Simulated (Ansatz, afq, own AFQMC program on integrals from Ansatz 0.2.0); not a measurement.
# BH2, doublet: energetics from AFQMC and coupled cluster

```
atom   x (Å)    y (Å)    z (Å)
   B  0.0000  -0.0800   0.0000
   H  0.0000   0.4291  -1.0770
   H  0.0000   0.4291   1.0770
```

Geometry: a PBE0/def2-TZVP stationary point, not shown to be a minimum. Basis cc-pVDZ. Only valence electrons are correlated. AFQMC by an in-house program on the Cholesky factors that Ansatz 0.2.0 writes for its CCSD(T) run. The CISD trial takes its coefficients from CCSD amplitudes. Released means that phaseless walkers are propagated on without the constraint, phases kept. Error bars are statistical, one sigma.

Best estimates are CCSD(T) at the basis-set limit (def2-TZVPP/QZVPP) plus the step from CCSD(T) to the highest rung at hand in cc-pVDZ, named in the table (released AFQMC can keep some 10 meV of bias). No zero-point, core-correlation or spin–orbit terms. Other levels are in cc-pVDZ, the functionals in def2-TZVP; a dash marks a level that is missing or breaks spin symmetry for a member.

Cautions: BH₂⁺ (triplet): lower spins were not checked, the ph-AFQMC/CISD walk drifts between its halves (2.6 errors); row 1: this needn't be the first ionization.

```tsv
process	best estimate (kcal/mol)	highest rung
to charge +1, triplet (vertical)	315.9	FCI
to free atoms	169.3	FCI
```

Errors against the best estimates in kcal/mol, the processes numbered in the order above:

```
        level     error, 1      error, 2
          MP2         -6.0          -9.7
      CCSD(T)         -5.2         -11.0
ph-AFQMC/CISD  -5.1 ± 0.02  -10.9 ± 0.02
  CCSD(T)/CBS          0.0           0.0
          PBE         -5.9           2.3
       r2SCAN         -6.0           6.2
         PBE0         -3.5           2.7
        B3LYP         -1.0           5.0
      wB97M-V         -1.0           1.6
       B2PLYP         -2.7           1.9
```

Cost at the first geometry (cards were shared with other jobs): PBE0/cc-pVDZ, 0.3 s on 1 thread of AMD EPYC 7R13 Processor (Zen 3), on a shared host; UCCSD(T)/cc-pVDZ, 3.5 s on 1 × NVIDIA H100 80GB HBM3 with 1 thread of AMD EPYC 7R13 Processor (Zen 3) (shared host); CCSD(T)/def2-QZVPP, 6 s on 1 × NVIDIA H100 80GB HBM3 with 1 thread of AMD EPYC 7R13 Processor (Zen 3), on a shared host; CCSDT(Q), 5.5 s on 1 × NVIDIA H100 80GB HBM3 with 1 thread of AMD EPYC 7R13 Processor (Zen 3) (shared host); ph-AFQMC/CISD with release, 21 s on 1 × NVIDIA H100 80GB HBM3 with 2 threads of AMD EPYC 7R13 Processor (Zen 3) (shared host).

Best estimates are given only where the step beyond CCSD(T) is under 0.3 eV and no member's determinant is very poor (T1 over 0.05, or 0.07 for open shells, ⟨S²⟩ too high by 0.3, two states mixed), so the hardest cases are missing from such tables.

The functionals ran in a triple-zeta set and keep a basis error of their own, a few kJ/mol for each bond in atomization energies and more for double hybrids, so close places among them and the extrapolated levels can swap.

CCSDT and higher add their correlation energy to the determinant of the CCSD(T) run, since their own runs factorise the integrals more tightly (a shift of under 2 meV). Each member of a difference takes its own highest rung, so a best estimate needn't equal the limit plus the step of one row. A walk keeps the symmetry of its determinant, which the program's search chose and which needn't be the lowest solution, so a lower state of the same spin and another symmetry isn't excluded.
